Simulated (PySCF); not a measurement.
A GIAO shielding run with PySCF (density fitting, non-relativistic, gas phase) on SMILES CCCCC, C$_{5}$H$_{12}$:

```
{"job": {"kind": "nmr", "xc": "PBE0", "basis": "pcSseg-1"}, "charge": 0, "multiplicity": 1}
C     -2.528071    -0.285982     0.303182
C     -1.230696     0.432113     0.652337
C     -0.015666    -0.247713     0.026171
C      1.284550     0.472020     0.375436
C      2.497850    -0.204211    -0.250559
H     -3.378615     0.214808     0.759490
H     -2.677366    -0.302571    -0.774222
H     -2.502776    -1.313171     0.660239
H     -1.282440     1.466502     0.304236
H     -1.109624     0.455208     1.737993
H      0.038926    -1.282123     0.374747
H     -0.134962    -0.270565    -1.059906
H      1.226114     1.506863     0.029323
H      1.401474     0.493533     1.461597
H      2.411303    -0.215550    -1.334913
H      3.410224     0.324661     0.015049
H      2.582777    -1.231792     0.096448
```

Hardware: 1 thread of an Arm Neoverse N1, shared host. The job also computes population analyses, field gradients.

(1) How large is the calculation?

(2) How long does it take?

Answers

(1) 42 electrons, 145 basis functions and 747 auxiliary functions.

(2) 21 s of wall time, with 12 SCF cycles and 4 response iterations. Times on a shared host scatter by some tens of per cent.
